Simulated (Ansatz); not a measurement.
## C4H5S (charge -1), SMILES C=CC(=C)[S-]: a rigid torsion scan

Program: the Python package of Ansatz (0.2.0).

The script, `torsion_c4h5s.py`:
```python
'''Rigid torsion scan of C4H5S(-).'''

import ansatz as az
from ase import Atoms


def main() -> None:
    atoms = Atoms(['C', 'C', 'C', 'C', 'S', 'H', 'H', 'H', 'H', 'H'], positions=[
        (-1.5879, -0.8577, -0.4331),
        (-0.4071, -0.2242, -0.5047),
        (0.457, 0.2518, 0.5813),
        (1.604, 0.8643, 0.2361),
        (-0.0523, -0.0041, 2.222),
        (-2.0451, -1.0929, 0.5224),
        (-2.1159, -1.1511, -1.33),
        (-0.0291, -0.0321, -1.5069),
        (1.902, 1.0133, -0.793),
        (2.2744, 1.2328, 1.0059),
    ])

    # start the scan from a relaxed geometry
    first = (
        az.Crystal.molecule_from_ase(atoms).calculation()
        .basis(gaussian='6-31G*')  # the orbital basis, by name
        .charge(-1)
        .accuracy('medium')  # preset for grids and thresholds
        .scf(lower_state_search='standard')
        .functional('pbe0')
        .relax(force_tolerance=0.02, max_steps=80)  # relax until the tolerances are met
    )
    atoms.positions = first.run(threads=1).report['positions_ang']

    start = atoms.get_dihedral(3, 2, 1, 0)
    energies = {}
    for turn in range(0, 360, 40):
        turned = atoms.copy()
        turned.set_dihedral(3, 2, 1, 0, start + turn, indices=[0, 1, 5, 6, 7])
        job = az.Crystal.molecule_from_ase(turned).calculation()
        job = job.basis(gaussian='6-31G*')
        job = job.correlation('mp2')
        job = job.charge(-1).accuracy('medium')
        job = job.scf(lower_state_search='standard')
        energies[round((start + turn) % 360)] = job.run(threads=1).report['free_energy_ev']
    floor = min(energies.values())
    print('dihedral C3-C2-C1-C0 (deg)   E - E(min) (kcal/mol)')
    for angle, e in sorted(energies.items()):
        print(f'{angle:8d} {23.060548 * (e - floor):14.3f}  ' + '#' * int(30 * (e - floor) / max(max(energies.values()) - floor, 1e-9)))


if __name__ == '__main__':
    main()
```

Running `python torsion_c4h5s.py` prints:
```text
dihedral C3-C2-C1-C0 (deg)   E - E(min) (kcal/mol)
      20          4.088  ####################
      60          2.666  #############
     100          5.854  ##############################
     140          3.258  ################
     180          0.000
     220          3.257  ################
     260          5.837  #############################
     300          2.649  #############
     340          4.068  ####################
```

What to keep in mind:
- These settings explore the input space; basis and method may be short of convergence.
- The scan is rigid and the energies are electronic, in a modest basis. With rigid groups the curve can differ much from the relaxed path, the start wasn't checked as a minimum of this torsion, and equivalent turns needn't return to the same energy.
- Anions want diffuse functions, which this basis lacks.
- The start is relaxed with a density functional and scanned with the wavefunction method, so it isn't exactly that method's minimum.
- Hardware and time: 38 s on 1 thread of Arm Neoverse V1, on a shared host, peak memory 0.26 GiB.

(A comment or docstring line of the script was reworded after the run, the code is as it ran; lines on the test bed's own set-up are left out of the output.)
